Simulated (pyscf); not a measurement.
PySCF, gas phase, ωB97X-D3(BJ)/def2-SVP geometries. MP2 and CC: frozen core, UHF for open shells. ΔMP2 is the change of the MP2 total energy from the triple- to the quadruple-zeta basis.

SMILES: N[SiH]=O
```xyz
6

N      0.4016    -0.8448    -0.2448
Si     1.2275     0.1846     0.8090
O      1.9018    -0.2022     2.1244
H     -0.0285    -0.5341    -1.1089
H      0.2908    -1.8381    -0.0697
H      1.1758     1.5424     0.2155
```
Charge 0, spin multiplicity 1.

Problem. How much does it cost (ΔH, 298 K, CCSD(T)/def2-TZVPP + ΔMP2(QZVPP)) to split `[NH2][SiH]=[O]` at its N–Si bond into NH₂• + [O=SiH]•?

Solution. N–Si to NH₂• + [O=SiH]•: 4.71 eV. The radicals are drawn with the spin at the cut bond; how far it spreads was not checked. H₂N–SiH=O lies 0.25 eV over its isomer H₂N–Si:–OH [singlet], and others may lie lower still (electronic energy, ωB97M-D3(BJ)). The CCSD(T) − MP2 part came from Ansatz, without density fitting, on the same reference.
